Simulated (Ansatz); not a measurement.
System: rutile TiO2. Method: Hartree–Fock (Ansatz, a quantum-chemistry and plane-wave program, PAW).

Settings: plane-wave cutoff 460 eV, 6×6×8 k mesh (along the axes of the cell as run), Fermi–Dirac smearing 0.01 eV, no spin polarisation, scalar-relativistic PAW data made under PBE.

Cell (measured lattice):

```cif
data_O4Ti2
_chemical_formula_sum 'Ti2 O4'
_space_group_name_H-M_alt 'P42/mnm'
_space_group_IT_number 136
_space_group_name_Hall '-P 4n 2n'
_cell_length_a 4.59400
_cell_length_b 4.59400
_cell_length_c 2.95800
_cell_angle_alpha 90.000
_cell_angle_beta 90.000
_cell_angle_gamma 90.000
loop_
_atom_site_label
_atom_site_type_symbol
_atom_site_symmetry_multiplicity
_atom_site_Wyckoff_symbol
_atom_site_fract_x
_atom_site_fract_y
_atom_site_fract_z
_atom_site_occupancy
Ti1 Ti 2 a 0.00000 0.00000 0.00000 1
O1 O 4 f 0.30510 0.30510 0.00000 1
```

### Question
Predict the band gap and smallest direct gap on the k points sampled.

### Answer

- band gap = 12.50 eV (on the SCF k mesh) (indirect)
- smallest direct gap on the k points sampled = 12.54 eV

Note: cell and atoms aren't relaxed at this level (largest force component 0.11 eV/Å, pressure -2.5 GPa).

Computed values are for the static lattice.

The result took roughly 2.8 core-minutes.
